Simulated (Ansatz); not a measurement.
Born–Oppenheimer molecular dynamics of BCl$_{2}$H (4 atoms, charge 0, multiplicity 1). It starts from a relaxed structure.

Theory: Ansatz 0.2.0, RKS PBE/def2-SVP.

- ensemble: NVT, Nosé–Hoover chain
- time step: 0.5 fs
- steps asked: 100
- set temperature: 300 K
- thermostat: time constant 100 fs, chain length 3 (defaults)
- seed: 835533

First frame:

```xyz
4
Properties=species:S:1:pos:R:3
B 0.000 0.000 -0.037
H 0.000 0.000 1.172
Cl 1.520 0.000 -0.902
Cl -1.520 0.000 -0.902
```

Problem. How far do the bonds stretch over the last three quarters of this one trajectory? (Pairs bonded in most of those frames.)

Solution. 
| bond | mean (Å) | spread (Å) | shortest | longest |
| --- | --- | --- | --- | --- |
| B1–H2 | 1.213 | 0.039 | 1.16 | 1.27 |
| B1–Cl3 | 1.761 | 0.013 | 1.74 | 1.78 |
| B1–Cl4 | 1.763 | 0.025 | 1.72 | 1.80 |

Mean temperature of the second half: 142 K. The conserved energy stayed within 0.15 meV per atom of its start (net change 0.027 meV per atom), so the integration is sound. The mean temperature of the second half is 53 % below the set value. A run of 0.05 ps of so small a system gives no equilibrium averages.

The run took 91 s on 1 thread of Arm Neoverse V1, with other jobs on the host, peak memory 0.091 GiB.
